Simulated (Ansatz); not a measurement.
Input file:

```yaml
crystal:
  periodic: [false, false, false]
  atoms:
    - {symbol: S, position_ang: [0.000000, 0.000000, 0.000000]}
    - {symbol: Li, position_ang: [0.000000, 0.000000, 2.442700]}
basis:
  gaussian: {orbitals: cc-pVDZ}
total_charge: 1
magnetization: {spin_polarized: true, initial_magnetization: 2}
correlation: {method: mp2, electrons: all}
accuracy: high
```

```sh
$ ansatz run in.yaml --threads 1 --pin off --events-out ev --progress --plain --max-ram 2393MiB
```

Output:

```
604 factors; integrals over basis functions are off by at most 3.5e-9 eV
mean field evaluation 1: about -11013.5577 eV, gradient 8.6e0 eV
mean field evaluation 2: about -11013.5714 eV, gradient 8.5e0 eV
mean field evaluation 4: about -11014.0807 eV, gradient 5.9e-1 eV
mean field evaluation 8: about -11014.0849 eV, gradient 1.4e-3 eV
mean field evaluation 16: about -11013.3098 eV, gradient 1.3e0 eV
mean field evaluation 32: about -11013.5761 eV, gradient 4.1e0 eV
mean field -11014.08485868 eV, -404.7601529416 hartree, gradient 2.3e-8 eV, S^2 2.009879; 7 other end points of the search recorded, 0 dependent functions left out
reference -11014.08485868 eV, -404.7601529416 hartree; 10, 8 occupied and 22, 24 virtual orbitals, 604 factors
second order -2.50330891 eV of doubles, -0.00000000 eV of singles
Total energy: -11016.58816759 eV, -404.8521478473 hartree
```

Ran on 1 thread of AMD EPYC, shared host: 1.4 s wall, 0.14 GiB peak host memory.
